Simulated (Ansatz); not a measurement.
Born–Oppenheimer molecular dynamics of BClFH (4 atoms, charge 0, multiplicity 1). It starts from a relaxed structure.

All numbers below come from Ansatz 0.2.0, RKS B3LYP-D4/def2-SVP.

| Item | Value |
| --- | --- |
| ensemble | NVT, Nosé–Hoover chain |
| time step | 1 fs |
| steps asked | 250 |
| set temperature | 500 K |
| thermostat | time constant 100 fs, chain length 5 |
| seed | 635327 |

First frame:

```xyz
4
Properties=species:S:1:pos:R:3
B 0.021 0.000 -0.016
F 0.034 0.000 1.298
Cl 1.548 0.000 -0.878
H -1.022 0.000 -0.609
```

**Question.** How far do the bonds stretch over the last three quarters of this one trajectory? (Pairs bonded in most of those frames.)

**Answer.** 
| bond | mean (Å) | spread (Å) | shortest | longest |
| --- | --- | --- | --- | --- |
| B1–F2 | 1.318 | 0.044 | 1.24 | 1.40 |
| B1–Cl3 | 1.756 | 0.048 | 1.66 | 1.86 |
| B1–H4 | 1.207 | 0.044 | 1.11 | 1.31 |

Mean temperature of the second half: 578 K. The conserved energy stayed within 1.9 meV per atom of its start (net change -0.4 meV per atom), so the integration is sound. The mean temperature of the second half is 16 % above the set value. A run of 0.25 ps of so small a system gives no equilibrium averages.

Run time: 3.5 min on 1 thread of Arm Neoverse V2, with other jobs on the host, peak memory 0.094 GiB.
